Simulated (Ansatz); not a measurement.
H6NPSi (`[SiH3]NP`), relaxed with RKS PBE-D4/def2-SVP in the Gaussian-basis code of Ansatz from a rough embedded geometry. The force threshold is 0.03 eV/Å; the program also tests the step.

The species carries charge 0 and has multiplicity 1.

Start:

```xyz
9

Si    0.675    0.684    0.395
N    -0.799    0.005    0.544
P    -1.057   -1.338   -0.452
H     1.716   -0.259    0.665
H     0.810    1.844    1.353
H     0.840    1.264   -1.012
H    -1.543    0.727    0.429
H     0.035   -2.088   -0.172
H    -0.677   -0.838   -1.750
```

| step | energy (eV) | largest force (eV/Å) | largest move (Å) |
| --- | --- | --- | --- |
| 1 | -18736.5364 | 3.501 | 0.000 |
| 2 | -18737.0940 | 1.934 | 0.151 |
| 3 | -18737.2512 | 0.776 | 0.120 |
| 4 (rejected) | -18737.2247 | 2.114 | 0.089 |
| 5 | -18737.2760 | 0.126 | 0.043 |
| 6 | -18737.2883 | 0.143 | 0.100 |
| 7 | -18737.2905 | 0.069 | 0.077 |
| 8 | -18737.2916 | 0.009 | 0.028 |

End:

```xyz
9

Si    0.773    0.841    0.351
N    -0.799    0.069    0.334
P    -1.268   -1.348   -0.549
H     1.836   -0.146    0.760
H     0.718    1.978    1.336
H     1.160    1.374   -1.007
H    -1.571    0.506    0.842
H    -0.158   -2.220   -0.221
H    -0.690   -1.053   -1.847
```

Hardware: 2 threads of an Arm Neoverse V1 on a shared host. Wall time 12 s, peak host memory 0.12 GiB.
